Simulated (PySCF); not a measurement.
# PH: energy against distance

Set-up: PySCF, no relativity, basis sets P aug-cc-pV(D+d)Z, H aug-cc-pVDZ. Energies in eV from P + H in their ground configurations at the same level. All curves are PBE0. state 1: ³Σ⁻ (triplet), unpaired electrons π ↑↑; state 2: Ms = 0 determinant of mixed spin (⟨S²⟩ near 1.0), unpaired electrons π ↑↓, a mixture of terms (⟨Lz²⟩ = 2.0), a second solution, started from another occupation; state 3: singlet, one real π or δ orbital doubly filled, a mixture of terms (⟨Lz²⟩ = 2.0), a second solution, started from another occupation; state 4: quintet, unpaired electrons σ ↑↑, π ↑↑, a second solution, started from another occupation.

| R (Å) | state 1 | state 2 | state 3 | state 4 |
| --- | --- | --- | --- | --- |
| 1.236 | -2.600 | -2.214 | -1.005 | 5.1229 |
| 1.293 | -2.906 | -2.522 | -1.312 | 4.5508 |
| 1.351 | -3.083 | -2.701 | -1.490 | 4.0716 |
| 1.394 | -3.149 | -2.768 | -1.555 | 3.7582 |
| 1.437 | -3.169 | -2.789 | -1.575 | 3.4750 |
| 1.480 | -3.150 | -2.772 | -1.556 | 3.2163 |
| 1.538 | -3.080 | -2.702 | -1.484 | 2.9017 |
| 1.609 | -2.935 | -2.558 | -1.336 | 2.5480 |
| 1.696 | -2.704 | -2.328 | -1.102 | 2.1700 |
| 1.811 | -2.343 | -1.965 | -0.734 | 1.7352 |

**Question.** Put a parabola through the three lowest points of the state 1 curve and estimate Re, k and ωe (reduced mass 0.9761 u; 1 eV/Å² = 0.16022 mdyn/Å; ωe = 1302.8·√(k/μ) cm⁻¹).

**Answer.** Through R = 1.394, 1.437, 1.48 Å the second-order coefficient is 10.5 eV/Å², so Re ≈ 1.438 Å, k ≈ 3.38 mdyn/Å and ωe ≈ 2424 cm⁻¹. A polynomial fit of higher order to the unrounded PBE0 energies gives Re = 1.436 Å, k = 3.25 mdyn/Å, ωe = 2378 cm⁻¹; anharmonicity and rounding make the difference.

The higher-order fit for each curve: state 1: Re = 1.436 Å, ωe = 2378 cm⁻¹, De = 3.17 eV; state 2: Re = 1.438 Å, ωe = 2376 cm⁻¹, minimum 2.79 eV below the ground-state fragments; state 3: Re = 1.436 Å, ωe = 2391 cm⁻¹, minimum 1.57 eV below the ground-state fragments. State 4 gave no clean fit.

The state was picked by a PBE0 search and need not be the measured ground state.
